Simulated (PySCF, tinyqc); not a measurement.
RHF in the sto-3g basis, for LiH, spin multiplicity 1, step by step. The lowest restricted solution is unstable here: a spin-polarised one lies 0.0930 hartree lower (PySCF). Computed by tinyqc, a small Python program that keeps every step (integrals from PySCF). Settings: charge = 0, multiplicity = 1, basis = sto-3g, energy threshold = 1e-10, iteration cap = 58, orthogonalisation = symmetric, start = core, DIIS depth = 8, method = RHF. Command: `OMP_NUM_THREADS=1 python tinyqc.py 20508 20509 out.jsonl` (the two numbers bound the seeds that draw the settings). One thread of a shared host (Intel(R) Xeon(R) Processor @ 2.60GHz), about 0.08 s of CPU time with the checks. Later iterations appear only in the table of the cycle.

## One-electron integrals

Geometry (angstrom):
```
atom         x         y         z
Li    0.000000  0.000000  0.000000
H     0.000000  0.000000  3.162000
```

Basis sto-3g: exponents (1/bohr^2) and contraction coefficients of normalised primitives:
```
element  l (shell)   exponent  coefficient
Li           s (1)  16.119575     0.154329
Li           s (1)   2.936201     0.535328
Li           s (1)   0.794651     0.444635
Li           s (2)   0.636290    -0.099967
Li           s (2)   0.147860     0.399513
Li           s (2)   0.048089     0.700115
Li           p (3)   0.636290     0.155916
Li           p (3)   0.147860     0.607684
Li           p (3)   0.048089     0.391957
H            s (1)   3.425251     0.154329
H            s (1)   0.623914     0.535328
H            s (1)   0.168855     0.444635
```

Overlap, kinetic and nuclear-attraction integrals over the contracted functions; the nuclear repulsion is the sum of Za Zb / Rab.

nuclear repulsion = 0.50206567 hartree

overlap S, lower triangle:
```
           1Li 1s    1Li 2s   1Li 2px   1Li 2py   1Li 2pz     2H 1s
1Li 1s   1.000000
1Li 2s   0.241137  1.000000
1Li 2px  0.000000  0.000000  1.000000
1Li 2py  0.000000  0.000000  0.000000  1.000000
1Li 2pz  0.000000  0.000000  0.000000  0.000000  1.000000
2H 1s    0.001168  0.104882  0.000000  0.000000  0.165257  1.000000
```

kinetic energy T (hartree), lower triangle:
```
            1Li 1s     1Li 2s   1Li 2px   1Li 2py   1Li 2pz     2H 1s
1Li 1s    3.576786
1Li 2s   -0.020237   0.102163
1Li 2px   0.000000   0.000000  0.319682
1Li 2py   0.000000   0.000000  0.000000  0.319682
1Li 2pz   0.000000   0.000000  0.000000  0.000000  0.319682
2H 1s    -0.001235  -0.002955  0.000000  0.000000  0.001524  0.760032
```

nuclear attraction V (hartree), lower triangle:
```
            1Li 1s     1Li 2s    1Li 2px    1Li 2py    1Li 2pz      2H 1s
1Li 1s   -8.150237
1Li 2s   -1.004699  -1.373544
1Li 2px   0.000000   0.000000  -1.353662
1Li 2py   0.000000   0.000000   0.000000  -1.353662
1Li 2pz  -0.004124  -0.049104   0.000000   0.000000  -1.383926
2H 1s    -0.003973  -0.130840   0.000000   0.000000  -0.207328  -1.728679
```

core Hamiltonian H = T + V (hartree), lower triangle:
```
            1Li 1s     1Li 2s    1Li 2px    1Li 2py    1Li 2pz      2H 1s
1Li 1s   -4.573450
1Li 2s   -1.024936  -1.271381
1Li 2px   0.000000   0.000000  -1.033980
1Li 2py   0.000000   0.000000   0.000000  -1.033980
1Li 2pz  -0.004124  -0.049104   0.000000   0.000000  -1.064245
2H 1s    -0.005208  -0.133795   0.000000   0.000000  -0.205803  -0.968647
```

## Two-electron integrals

Functions are numbered as in S; the eight-fold symmetry (ij|kl) = (ji|kl) = (kl|ij) leaves the list below.

Two-electron integrals (ij|kl) in chemists' order, unique and non-zero (hartree):
```
(11|11) 1.680395   (21|11) 0.265420   (21|21) 0.049941   (22|11) 0.397727
(22|21) 0.092860   (22|22) 0.290562   (31|31) 0.008981   (32|31) 0.013788
(32|32) 0.064184   (33|11) 0.396640   (33|21) 0.092880   (33|22) 0.290497
(33|33) 0.312946   (41|41) 0.008981   (42|41) 0.013788   (42|42) 0.064184
(43|43) 0.016869   (44|11) 0.396640   (44|21) 0.092880   (44|22) 0.290497
(44|33) 0.279207   (44|44) 0.312946   (51|51) 0.008981   (52|51) 0.013788
(52|52) 0.064184   (53|53) 0.016869   (54|54) 0.016869   (55|11) 0.396640
(55|21) 0.092880   (55|22) 0.290497   (55|33) 0.279207   (55|44) 0.279207
(55|55) 0.312946   (61|11) 0.001077   (61|21) 0.000213   (61|22) 0.000438
(61|33) 0.000429   (61|44) 0.000429   (61|51) 0.000038   (61|52) 0.000082
(61|55) 0.000458   (61|61) 1.15e-06   (62|11) 0.022280   (62|21) 0.005360
(62|22) 0.020993   (62|33) 0.019756   (62|44) 0.019756   (62|51) 0.000679
(62|52) 0.006457   (62|55) 0.023437   (62|61) 0.000032   (62|62) 0.004710
(63|31) 0.000140   (63|32) 0.001083   (63|53) 0.000595   (63|63) 0.000135
(64|41) 0.000140   (64|42) 0.001083   (64|54) 0.000595   (64|64) 0.000135
(65|11) 0.034374   (65|21) 0.008277   (65|22) 0.032637   (65|33) 0.030626
(65|44) 0.030626   (65|51) 0.001061   (65|52) 0.010195   (65|55) 0.036616
(65|61) 0.000049   (65|62) 0.007554   (65|65) 0.012125   (66|11) 0.167355
(66|21) 0.040355   (66|22) 0.166149   (66|33) 0.156376   (66|44) 0.156376
(66|51) 0.004124   (66|52) 0.048322   (66|55) 0.185369   (66|61) 0.000230
(66|62) 0.052647   (66|65) 0.085338   (66|66) 0.774606
```

## Orthogonalisation

S = U s U^T; symmetric (Loewdin) form X = U s^(-1/2) U^T, so that X^T S X = 1.

eigenvalues of S: 0.725962  0.854327  1.000000  1.000000  1.144586  1.275126

X, lower triangle:
```
            1Li 1s     1Li 2s   1Li 2px   1Li 2py    1Li 2pz     2H 1s
1Li 1s    1.022955
1Li 2s   -0.126047   1.027390
1Li 2px   0.000000   0.000000  1.000000
1Li 2py   0.000000   0.000000  0.000000  1.000000
1Li 2pz  -0.001335   0.006973  0.000000  0.000000   1.010541
2H 1s     0.009576  -0.055700  0.000000  0.000000  -0.084695  1.014957
```

## Starting guess

The start is the orbitals of the core Hamiltonian; D = 2 C_occ C_occ^T.

D at the start, lower triangle:
```
            1Li 1s    1Li 2s   1Li 2px   1Li 2py   1Li 2pz     2H 1s
1Li 1s    2.088281
1Li 2s   -0.349671  1.374364
1Li 2px   0.000000  0.000000  0.000000
1Li 2py   0.000000  0.000000  0.000000  0.000000
1Li 2pz  -0.197252  0.903640  0.000000  0.000000  0.594674
2H 1s    -0.038495  0.195473  0.000000  0.000000  0.128706  0.027865
```

## Iteration 1: building the Fock matrix

J_ij = sum D_kl (ij|kl), K_ij = sum D_kl (ik|jl); F = H + J - 0.5 K; E = tr D H + tr D J / 2 - 0.25 tr D K + E_nn.

Coulomb J (hartree), lower triangle:
```
           1Li 1s    1Li 2s   1Li 2px   1Li 2py   1Li 2pz     2H 1s
1Li 1s   4.128150
1Li 2s   0.707538  1.358918
1Li 2px  0.000000  0.000000  1.348557
1Li 2py  0.000000  0.000000  0.000000  1.348557
1Li 2pz  0.022027  0.117049  0.000000  0.000000  1.372407
2H 1s    0.003139  0.102220  0.000000  0.000000  0.159080  0.809665
```

exchange K (hartree), lower triangle:
```
           1Li 1s    1Li 2s   1Li 2px   1Li 2py   1Li 2pz     2H 1s
1Li 1s   3.397507
1Li 2s   0.533925  0.486446
1Li 2px  0.000000  0.000000  0.107927
1Li 2py  0.000000  0.000000  0.000000  0.107927
1Li 2pz  0.016887  0.311300  0.000000  0.000000  0.297093
2H 1s    0.005682  0.107514  0.000000  0.000000  0.099112  0.091412
```

Fock matrix F (hartree), lower triangle:
```
            1Li 1s     1Li 2s   1Li 2px   1Li 2py    1Li 2pz      2H 1s
1Li 1s   -2.144054
1Li 2s   -0.584361  -0.155685
1Li 2px   0.000000   0.000000  0.260614
1Li 2py   0.000000   0.000000  0.000000  0.260614
1Li 2pz   0.009460  -0.087705  0.000000  0.000000   0.159616
2H 1s    -0.004910  -0.085332  0.000000  0.000000  -0.096280  -0.204688
```

total energy of this density = -7.42121242 hartree

## Iteration 1: diagonalisation and new density

Diagonalise F' = X^T F X, C = X C', fill 2 alpha and 2 beta electrons from the bottom; D = 2 C_occ C_occ^T. Each column has its largest component positive (the first on a tie).

F' = X^T F X (hartree), lower triangle:
```
           1          2         3         4          5          6
1  -2.095358
2  -0.327608  -0.039174
3   0.000000   0.000000  0.260614
4   0.000000   0.000000  0.000000  0.260614
5   0.018265  -0.079387  0.000000  0.000000   0.176848
6   0.014244  -0.068860  0.000000  0.000000  -0.091416  -0.184506
```

orbital energies (hartree): MO1 -2.146315, MO2 -0.237880, MO3 0.022600, MO4 0.219406, MO5 0.260614, MO6 0.260614

coefficients C:
```
               MO1        MO2        MO3        MO4        MO5       MO6
1Li 1s    0.991472  -0.085103  -0.253964   0.087539   0.000000  0.000000
1Li 2s    0.033211   0.303627   0.941283  -0.308649   0.000000  0.000000
1Li 2px   0.000000   0.000000   0.000000   0.000000   0.997707  0.067680
1Li 2py   0.000000   0.000000   0.000000   0.000000  -0.067680  0.997707
1Li 2pz  -0.002714   0.194264   0.271695   0.957524   0.000000  0.000000
2H 1s    -0.000803   0.873897  -0.477245  -0.221462   0.000000  0.000000
```

D after iteration 1, lower triangle:
```
            1Li 1s    1Li 2s   1Li 2px   1Li 2py   1Li 2pz     2H 1s
1Li 1s    1.980517
1Li 2s    0.014176  0.186584
1Li 2px   0.000000  0.000000  0.000000
1Li 2py   0.000000  0.000000  0.000000  0.000000
1Li 2pz  -0.038447  0.117787  0.000000  0.000000  0.075492
2H 1s    -0.150334  0.530624  0.000000  0.000000  0.339538  1.527394
```

Within a degenerate level the vectors are fixed only up to a rotation; this is one choice.

## Iteration 2: building the Fock matrix

As before.

Coulomb J (hartree), lower triangle:
```
           1Li 1s    1Li 2s   1Li 2px   1Li 2py   1Li 2pz     2H 1s
1Li 1s   3.742009
1Li 2s   0.624306  1.164567
1Li 2px  0.000000  0.000000  1.143948
1Li 2py  0.000000  0.000000  0.000000  1.143948
1Li 2pz  0.010286  0.101617  0.000000  0.000000  1.198743
2H 1s    0.002690  0.141964  0.000000  0.000000  0.226067  1.685536
```

exchange K (hartree), lower triangle:
```
            1Li 1s    1Li 2s   1Li 2px   1Li 2py   1Li 2pz     2H 1s
1Li 1s    3.345502
1Li 2s    0.550384  0.192849
1Li 2px   0.000000  0.000000  0.033145
1Li 2py   0.000000  0.000000  0.000000  0.033145
1Li 2pz  -0.003178  0.080031  0.000000  0.000000  0.107664
2H 1s     0.001303  0.193450  0.000000  0.000000  0.234381  1.300455
```

Fock matrix F (hartree), lower triangle:
```
            1Li 1s     1Li 2s   1Li 2px   1Li 2py    1Li 2pz     2H 1s
1Li 1s   -2.504192
1Li 2s   -0.675822  -0.203238
1Li 2px   0.000000   0.000000  0.093395
1Li 2py   0.000000   0.000000  0.000000  0.093395
1Li 2pz   0.007751   0.012498  0.000000  0.000000   0.080666
2H 1s    -0.003170  -0.088556  0.000000  0.000000  -0.096926  0.066661
```

total energy of this density = -7.61824327 hartree

## Iteration 2: DIIS over 2 matrices

error matrix X^T (FDS - SDF) X:
```
           1          2         3         4         5          6
1   0.000000  -0.008053  0.000000  0.000000  0.000945   0.028445
2   0.008053   0.000000  0.000000  0.000000  0.001457  -0.166592
3   0.000000   0.000000  0.000000  0.000000  0.000000   0.000000
4   0.000000   0.000000  0.000000  0.000000  0.000000   0.000000
5  -0.000945  -0.001457  0.000000  0.000000  0.000000  -0.135347
6  -0.028445   0.166592  0.000000  0.000000  0.135347   0.000000
```

B (overlaps of the stored error matrices):
```
                1               2
1   2.1110443e-01  -1.1944982e-01
2  -1.1944982e-01   9.3896841e-02
```

Minimise |sum c_i e_i|^2 with sum c_i = 1: solve [B -1; -1 0][c; lambda] = [0; -1] with B_ij = tr e_i^T e_j, and take F = sum c_i F_i.

DIIS coefficients: 0.392253  0.607747

extrapolated F (hartree), lower triangle:
```
            1Li 1s     1Li 2s   1Li 2px   1Li 2py    1Li 2pz      2H 1s
1Li 1s   -2.362927
1Li 2s   -0.639946  -0.184585
1Li 2px   0.000000   0.000000  0.158987
1Li 2py   0.000000   0.000000  0.000000  0.158987
1Li 2pz   0.008421  -0.026807  0.000000  0.000000   0.111634
2H 1s    -0.003852  -0.087291  0.000000  0.000000  -0.096673  -0.039776
```

## Iteration 2: diagonalisation and new density

As before.

F' = X^T F X (hartree), lower triangle:
```
           1          2         3         4          5          6
1  -2.310456
2  -0.355272  -0.057137
3   0.000000   0.000000  0.158987
4   0.000000   0.000000  0.000000  0.158987
5   0.009167  -0.015500  0.000000  0.000000   0.129963
6   0.018824  -0.084697  0.000000  0.000000  -0.105384  -0.014132
```

orbital energies (hartree): MO1 -2.365177, MO2 -0.127573, MO3 0.051420, MO4 0.158987, MO5 0.158987, MO6 0.189567

coefficients C:
```
               MO1        MO2        MO3        MO4       MO5        MO6
1Li 1s    0.991875  -0.148660  -0.232824   0.000000  0.000000  -0.047928
1Li 2s    0.031731   0.545217   0.859676   0.000000  0.000000   0.193025
1Li 2px   0.000000   0.000000   0.000000   0.998590  0.053084   0.000000
1Li 2py   0.000000   0.000000   0.000000  -0.053084  0.998590   0.000000
1Li 2pz  -0.002867   0.287657  -0.362707   0.000000  0.000000   0.902278
2H 1s    -0.001366   0.700382  -0.445428   0.000000  0.000000  -0.592927
```

D after iteration 2, lower triangle:
```
            1Li 1s    1Li 2s   1Li 2px   1Li 2py   1Li 2pz     2H 1s
1Li 1s    2.011830
1Li 2s   -0.099158  0.596537
1Li 2px   0.000000  0.000000  0.000000
1Li 2py   0.000000  0.000000  0.000000  0.000000
1Li 2pz  -0.091213  0.313489  0.000000  0.000000  0.165510
2H 1s    -0.210949  0.763634  0.000000  0.000000  0.402948  0.981074
```

Within a degenerate level the vectors are fixed only up to a rotation; this is one choice.

## Iteration 3: building the Fock matrix

As before.

Coulomb J (hartree), lower triangle:
```
           1Li 1s    1Li 2s   1Li 2px   1Li 2py   1Li 2pz     2H 1s
1Li 1s   3.856402
1Li 2s   0.649202  1.224339
1Li 2px  0.000000  0.000000  1.207146
1Li 2py  0.000000  0.000000  0.000000  1.207146
1Li 2pz  0.012929  0.103177  0.000000  0.000000  1.251610
2H 1s    0.002819  0.129006  0.000000  0.000000  0.204252  1.397054
```

exchange K (hartree), lower triangle:
```
            1Li 1s    1Li 2s   1Li 2px   1Li 2py   1Li 2pz     2H 1s
1Li 1s    3.359215
1Li 2s    0.547288  0.305638
1Li 2px   0.000000  0.000000  0.058622
1Li 2py   0.000000  0.000000  0.000000  0.058622
1Li 2pz  -0.003774  0.150387  0.000000  0.000000  0.161945
2H 1s     0.000423  0.221678  0.000000  0.000000  0.225409  0.918568
```

Fock matrix F (hartree), lower triangle:
```
            1Li 1s     1Li 2s   1Li 2px   1Li 2py    1Li 2pz      2H 1s
1Li 1s   -2.396655
1Li 2s   -0.649378  -0.199861
1Li 2px   0.000000   0.000000  0.143855
1Li 2py   0.000000   0.000000  0.000000  0.143855
1Li 2pz   0.010692  -0.021120  0.000000  0.000000   0.106393
2H 1s    -0.002600  -0.115628  0.000000  0.000000  -0.114256  -0.030877
```

total energy of this density = -7.69204565 hartree

## Iteration 3: DIIS over 3 matrices

error matrix X^T (FDS - SDF) X:
```
           1         2         3         4          5          6
1   0.000000  0.002218  0.000000  0.000000  -0.003246   0.004050
2  -0.002218  0.000000  0.000000  0.000000  -0.006756  -0.024234
3   0.000000  0.000000  0.000000  0.000000   0.000000   0.000000
4   0.000000  0.000000  0.000000  0.000000   0.000000   0.000000
5   0.003246  0.006756  0.000000  0.000000   0.000000  -0.006736
6  -0.004050  0.024234  0.000000  0.000000   0.006736   0.000000
```

B (overlaps of the stored error matrices), lower triangle:
```
                1              2              3
1   2.1110443e-01
2  -1.1944982e-01  9.3896841e-02
3  -1.0345317e-02  1.0066650e-02  1.4203685e-03
```

As before.

DIIS coefficients: -0.036392  -0.171998  1.208391

extrapolated F (hartree), lower triangle:
```
            1Li 1s     1Li 2s   1Li 2px   1Li 2py    1Li 2pz      2H 1s
1Li 1s   -2.387352
1Li 2s   -0.647196  -0.200888
1Li 2px   0.000000   0.000000  0.148285
1Li 2py   0.000000   0.000000  0.000000  0.148285
1Li 2pz   0.011242  -0.024479  0.000000  0.000000   0.108881
2H 1s    -0.002418  -0.121387  0.000000  0.000000  -0.117891  -0.041329
```

## Iteration 3: diagonalisation and new density

As before.

F' = X^T F X (hartree), lower triangle:
```
           1          2         3         4          5          6
1  -2.334301
2  -0.358392  -0.068893
3   0.000000   0.000000  0.148285
4   0.000000   0.000000  0.000000  0.148285
5   0.011088  -0.009371  0.000000  0.000000   0.130837
6   0.024573  -0.120035  0.000000  0.000000  -0.127434  -0.008248
```

orbital energies (hartree): MO1 -2.389701, MO2 -0.167642, MO3 0.055777, MO4 0.148285, MO5 0.148285, MO6 0.220961

coefficients C:
```
               MO1        MO2        MO3       MO4        MO5        MO6
1Li 1s    0.991746  -0.158813  -0.217848  0.000000   0.000000  -0.078605
1Li 2s    0.032190   0.583661   0.798511  0.000000   0.000000   0.308632
1Li 2px   0.000000   0.000000   0.000000  0.844525  -0.535516   0.000000
1Li 2py   0.000000   0.000000   0.000000  0.535516   0.844525   0.000000
1Li 2pz  -0.003985   0.278503  -0.502487  0.000000   0.000000   0.835669
2H 1s    -0.001459   0.675708  -0.382978  0.000000   0.000000  -0.661248
```

D after iteration 3, lower triangle:
```
            1Li 1s    1Li 2s   1Li 2px   1Li 2py   1Li 2pz     2H 1s
1Li 1s    2.017565
1Li 2s   -0.121538  0.683394
1Li 2px   0.000000  0.000000  0.000000
1Li 2py   0.000000  0.000000  0.000000  0.000000
1Li 2pz  -0.096365  0.324846  0.000000  0.000000  0.155160
2H 1s    -0.217517  0.788676  0.000000  0.000000  0.376385  0.913168
```

Within a degenerate level the vectors are fixed only up to a rotation; this is one choice.

## Iteration 9 (converged): orbitals

converged F (hartree), lower triangle:
```
            1Li 1s     1Li 2s   1Li 2px   1Li 2py    1Li 2pz      2H 1s
1Li 1s   -2.382415
1Li 2s   -0.645497  -0.204695
1Li 2px   0.000000   0.000000  0.149872
1Li 2py   0.000000   0.000000  0.000000  0.149872
1Li 2pz   0.010488  -0.023760  0.000000  0.000000   0.116196
2H 1s    -0.002287  -0.118904  0.000000  0.000000  -0.110857  -0.046558
```

As before.

F' = X^T F X (hartree), lower triangle:
```
           1          2         3         4          5          6
1  -2.329636
2  -0.356692  -0.073565
3   0.000000   0.000000  0.149872
4   0.000000   0.000000  0.000000  0.149872
5   0.010304  -0.009147  0.000000  0.000000   0.137075
6   0.024320  -0.116911  0.000000  0.000000  -0.120364  -0.015075
```

orbital energies (hartree): MO1 -2.384736, MO2 -0.166240, MO3 0.054347, MO4 0.149872, MO5 0.149872, MO6 0.215428

coefficients C:
```
               MO1        MO2        MO3        MO4       MO5        MO6
1Li 1s    0.991771  -0.161506  -0.217874   0.000000  0.000000  -0.072498
1Li 2s    0.032104   0.593306   0.800090   0.000000  0.000000   0.285279
1Li 2px   0.000000   0.000000   0.000000   0.976686  0.214673   0.000000
1Li 2py   0.000000   0.000000   0.000000  -0.214673  0.976686   0.000000
1Li 2pz  -0.003677   0.256300  -0.472629   0.000000  0.000000   0.859846
2H 1s    -0.001567   0.678757  -0.421619   0.000000  0.000000  -0.634057
```

D after iteration 9, lower triangle:
```
            1Li 1s    1Li 2s   1Li 2px   1Li 2py   1Li 2pz     2H 1s
1Li 1s    2.019389
1Li 2s   -0.127965  0.706085
1Li 2px   0.000000  0.000000  0.000000
1Li 2py   0.000000  0.000000  0.000000  0.000000
1Li 2pz  -0.090081  0.303893  0.000000  0.000000  0.131407
2H 1s    -0.222356  0.805320  0.000000  0.000000  0.347943  0.921426
```

Within a degenerate level the vectors are fixed only up to a rotation; this is one choice.

## Convergence

Stop when the energy changes by less than 1e-10 hartree and every element of the error matrix X^T (F D S - S D F) X is below 3e-06.

Course of the cycle:
```
iteration  E (hartree)     change  largest element of the error matrix
1          -7.42121242          -                             2.07e-01
2          -7.61824327  -1.97e-01                             1.67e-01
3          -7.69204565  -7.38e-02                             2.42e-02
4          -7.69316984  -1.12e-03                             6.33e-03
5          -7.69331647  -1.47e-04                             2.07e-03
6          -7.69333342  -1.70e-05                             1.86e-04
7          -7.69333350  -7.32e-08                             1.62e-05
8          -7.69333350  -7.25e-10                             4.87e-07
9          -7.69333350  -4.80e-13                             2.68e-07
```

PySCF RHF in the same basis = -7.69333350 hartree

Converged in 9 iterations.

## Populations, bond orders and dipole

Mulliken: Z minus the diagonal of D S on the atom; Loewdin: the same with S^(1/2) D S^(1/2); Mayer order: 2 sum_s sum (D(s) S)_ij (D(s) S)_ji over the two atoms.

Charges (e):
```
atom   Mulliken    Loewdin
1Li    0.063130   0.061861
2H    -0.063130  -0.061861
```

Mayer bond orders:
```
pair     order
2-1   0.996015
```

dipole moment about the origin, x y z (debye): 0.000000  0.000000  -5.012104
